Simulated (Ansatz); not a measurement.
Compare A (`C#CCCCl`) with its isomer B (`CC=C=CCl`).

Program: Ansatz. Geometries: PBE0-D4/def2-TZVP. ΔE: electronic, gas phase. CCSD(T)/CBS is the MP2 limit (def2-TZVPP, def2-QZVPP) plus CCSD(T) − MP2 in def2-TZVPP, frozen cores. DFT in def2-TZVPP. B3LYP here is the variant with VWN-RPA as its local correlation; programs differ in this. Each species was taken in one conformer, which may not be the lowest.

A:

```xyz
10

C    -0.8622    1.7379    1.3039
C    -0.3813    1.0801    0.4230
C     0.1973    0.2462   -0.6162
C     0.2977   -1.1991   -0.1545
Cl    1.0069   -2.2178   -1.4303
H    -1.2875    2.3329    2.0771
H    -0.4135    0.2988   -1.5221
H     1.1923    0.6148   -0.8818
H     0.9353   -1.2874    0.7234
H    -0.6850   -1.6063    0.0773
```

B:

```xyz
10

C     0.125    1.231   -1.067
C    -0.286    0.674    0.258
C    -0.182   -0.575    0.606
C    -0.087   -1.824    0.945
Cl    1.319   -2.490    1.713
H    -0.729    1.695   -1.569
H     0.533    0.456   -1.715
H     0.881    2.011   -0.934
H    -0.703    1.372    0.983
H    -0.872   -2.551    0.779
```

Which isomer does CCSD(T)/CBS put lower? Give the gap. (Best estimate.)

Ansatz gave: A, by 1.1 kcal/mol.

Give E(B) − E(A) in kcal/mol with B3LYP, HF/def2-TZVPP, CCSD(T)/def2-TZVPP, B3LYP-D4, PBE-D4, ωB97M-V, B2PLYP. (Best estimate.)

Ansatz gave: B3LYP -4.0, HF/def2-TZVPP 2.6, CCSD(T)/def2-TZVPP 0.7, B3LYP-D4 -3.8, PBE-D4 -6.2, ωB97M-V -0.7, B2PLYP -0.8. The order is the other way round with B3LYP, B3LYP-D4, PBE-D4, ωB97M-V, B2PLYP.

Largest T1 diagnostic: 0.011.

From PBE to PBE0 (25 % exact exchange), in def2-TZVPP and without D4, E(B) − E(A) moves by +2.4 kcal/mol.
